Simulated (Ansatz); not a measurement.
Correlation energies of `[CH3][Al+][CH3]` by basis set

Cartesian coordinates in Å:
```
C 0.5865 -1.2096 -1.3483
Al 0.0004 -0.0007 0.0008
C -0.5864 1.2094 1.3485
H 1.6543 -1.0723 -1.5431
H 0.0364 -1.0359 -2.2780
H 0.4190 -2.2431 -1.0309
H -0.4969 2.2415 0.9965
H 0.0196 1.0945 2.2521
H -1.6329 1.0162 1.6025
```

Total charge 1; spin multiplicity 1. All single points use the PBE0-D4/def2-TZVP geometry. Frozen core, restricted reference, the Gaussian-basis code of Ansatz. CBS rows extrapolate triple and quadruple zeta.

```
      basis     HF (Eh)  MP2 corr.
   def2-SVP  -320.77186   -0.33792
 def2-TZVPP  -320.94455   -0.41264
 def2-QZVPP  -320.95513   -0.43897
cc-pV(D+d)Z  -320.91282   -0.33905
cc-pV(T+d)Z  -320.94720   -0.41379
cc-pV(Q+d)Z  -320.95391   -0.43951
```

Q: Estimate the CCSD correlation energy and the (T) correction in each basis where they were run (hartree).

A: 
```csv
basis,CCSD corr.,(T)
def2-SVP,-0.37721,-0.01063
def2-TZVPP,-0.44760,-0.01661
def2-QZVPP,-0.46872,-0.01822
CBS(def2),-0.48436,-0.01942
cc-pV(D+d)Z,-0.37948,-0.01062
cc-pV(T+d)Z,-0.44854,-0.01673
cc-pV(Q+d)Z,-0.46918,-0.01825
CBS(cc),-0.48388,-0.01933
```
